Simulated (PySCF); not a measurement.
# C4H4F2: the cost of one run

Programs: PySCF 2.14.0, with density-fitted response routines of our own. Each step states its level of theory. These are calculated values for one molecule in the gas phase, unless marked as measured. Atoms are numbered from 0 throughout.

### 1 Starting geometry

10 atoms, charge 0, multiplicity 1; geometry from: GFN2-xTB. The atoms were then displaced at random by about 0.01 Å, so the start is not that level's minimum.

Bonds of the start (Å): C0–C1 1.36, C1–C2 1.45, C2–C3 1.27, C3–F4 1.35, C3–F5 1.36, C0–H6 1.06, C0–H7 1.08, C1–H8 1.06, C2–H9 1.10.

### 2 Relaxing the molecule at PBE0-D3(BJ)/def2-SVP

What the job is given:

```
{"job": {"xc": "PBE0", "basis": "def2-SVP", "d3": "d3bj", "grid": 1, "shake": 0.01, "kind": "geom"}, "charge": 0, "multiplicity": 1}
C      1.863100    -0.340180     0.082150
C      0.594770    -0.253260    -0.389800
C     -0.531250     0.235470     0.389980
C     -1.720750     0.311490    -0.059710
F     -2.160780    -0.051970    -1.281300
F     -2.796130     0.756860     0.643100
H      2.663590    -0.682850    -0.525350
H      2.102340     0.001220     1.075280
H      0.367290    -0.557750    -1.376460
H     -0.331750     0.560040     1.421050
```

Command:

```console
$ OMP_NUM_THREADS=1 python probes_run.py task.json out
```

One launch serves the whole session: the jobs run in the order shown.

**Question.** How long does this first job take on 1 thread of Arm Neoverse V2, shared host, and how much memory does it need?

About 27 s, with a peak of 0.42 GiB.
